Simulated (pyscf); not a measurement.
C₃H₇B (SMILES CB1CC1) + H₂ (SMILES [H][H]) -> H₃C–B(CH₃)–CH₃ (SMILES CB(C)C), a concerted two-bond exchange (singlet surface; C–C, H–H broken, C–H, C–H formed). PySCF, gas phase, ωB97X-D3(BJ)/def2-SVP geometries. Energies in kJ/mol from the separated reactants.

Small-basis levels: PySCF, no dispersion term, spherical d functions. AM1 to PM7: differences of heats of formation from MOPAC, which are fitted to 298 K values and so differ in kind from electronic energies by zero-point and thermal terms. GFN2-xTB: tblite. Cost: rough CPU time at the saddle relative to B3LYP/6-31G*, from one job on a shared machine.

| level | barrier | reaction energy | cost |
|---|---|---|---|
| HF/STO-3G | 459.3 | -331.1 | 0.04 |
| HF/6-31G* | 323.5 | -265.9 | 0.09 |
| MP2/6-31G* | 240.7 | -240.7 | 0.1 |
| PBE/6-31G* | 190.6 | -238.7 | 2 |
| B3LYP/STO-3G | 276.3 | -297.1 | 0.6 |
| GFN2-xTB | 224.9 | -233.9 | under 0.02 |
| PM3 | 209.7 | -158.4 | under 0.02 |
| ωB97M-D3(BJ)/def2-TZVP | 234.1 | -245.1 | – |

Against the last row the barrier runs from -43.5 (PBE/6-31G*) to +225.2 kJ/mol (HF/STO-3G). ωB97M-D3(BJ)/def2-TZVP has limits of its own. This is the saddle that the search found; another between the same sides may lie lower. A restricted solution here is unstable towards spin polarisation, so biradical character is likely and single-reference numbers are less safe.
